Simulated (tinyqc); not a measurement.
Orbital energy against energy difference: ionisation energy by orbital energies and by energy differences in the 6-31g basis, for H2O, spin multiplicity 1. Computed by the program tinyqc with PySCF. The cation is unrestricted; errors are against CCSD(T) in this basis, not against experiment.

Geometry (angstrom):

| atom | x | y | z |
|---|---|---|---|
| O | 0.0000 | 0.0000 | 0.0000 |
| H | 0.0000 | 0.7480 | 0.5530 |
| H | 0.0000 | -0.7480 | 0.5530 |

CCSD(T) difference in the same basis = 11.9567 eV

IP-EOM-CCSD = 11.7231 eV

First vertical ionisation energy (eV):

| method | -e(HOMO) | E(cation) - E | error of -e(HOMO) | error of the difference |
|---|---|---|---|---|
| HF | 13.6547 | 11.062535 | 1.6980 | -0.8942 |
| LDA | 6.3058 | 12.800629 | -5.6509 | 0.8439 |
| PBE | 6.2269 | 12.480650 | -5.7298 | 0.5239 |
| B3LYP | 7.9791 | 12.537880 | -3.9776 | 0.5812 |
| PBE0 | 8.3460 | 12.423643 | -3.6107 | 0.4669 |
| CAM-B3LYP | 9.8724 | 12.529097 | -2.0843 | 0.5724 |
| LC-wPBE | 11.3157 | 12.567117 | -0.6411 | 0.6104 |

What does the comparison show, and why?

Koopmans errs by +1.70 eV and Delta-HF by -0.89 eV: relaxation, 2.59 eV, lowers the value and the missing correlation difference works against it. The PBE level is off by -5.7 eV through the wrong tail of its potential, though its energy difference is off by +0.52 eV; exact exchange deepens the level, and among the orbital energies LC-wPBE comes closest; among the differences PBE0 does.
